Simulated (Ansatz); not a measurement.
Input file:

```yaml
crystal:
  periodic: [false, false, false]
  atoms:
    - {symbol: B, position_ang: [0.000000, -0.188734, 0.770282]}
    - {symbol: N, position_ang: [0.000000, 0.083919, -0.707707]}
    - {symbol: H, position_ang: [0.000000, 0.858162, 1.572634]}
basis:
  gaussian: {orbitals: cc-pVDZ}
magnetization: {spin_polarized: false, initial_magnetization: 3}
correlation: {method: sc_nevpt2, electrons: outside_noble_gas, active_space: {window: {electrons: 9, orbitals: 9}, shells: [{species: B, l: s, shell: 2}, {species: B, l: p, shell: 2}, {species: H, l: s, shell: 1}, {species: "N", l: s, shell: 2}, {species: "N", l: p, shell: 2}]}}
```

```sh
$ ansatz run in.yaml --threads 1 --pin off --events-out ev --progress --plain --max-ram 2393MiB
```

Output:

```
600 factors; integrals over basis functions are off by at most 1.7e-7 eV
mean field evaluation 1: about -2163.6225 eV, gradient 1.1e1 eV
mean field evaluation 2: about -2163.6240 eV, gradient 1.1e1 eV
mean field evaluation 4: about -2165.0995 eV, gradient 1.4e0 eV
mean field evaluation 8: about -2165.1572 eV, gradient 2.5e-1 eV
mean field evaluation 16: about -2163.2822 eV, gradient 4.3e0 eV
mean field evaluation 32: about -2165.0108 eV, gradient 2.2e0 eV
mean field -2165.16091556 eV, -79.5681960479 hartree, gradient 9.3e-7 eV, S^2 3.750000; 5 other end points of the search recorded, 0 dependent functions left out
reference -2165.16091556 eV, -79.5681960479 hartree; 8, 5 occupied and 25, 28 virtual orbitals, 600 factors
state -2166.73804427 eV, -79.6261544592 hartree
state -2166.73804427 eV, -79.6261544592 hartree; corrected -2169.62380149 eV, -79.7322040809 hartree
Total energy: -2169.62380149 eV, -79.7322040809 hartree
Checks for a lower state left out: starts, orbital_swaps
```

Natural occupations: 1.9894 1.9764 1.9708 1.0012 0.9995 0.9955 0.0261 0.0236 0.0175.

For the same geometry and basis UCCSDT(Q) lies 798.6 meV lower.

Ran on 1 thread of Arm Neoverse V1, shared host: 2.2 s wall, 0.09 GiB peak host memory.
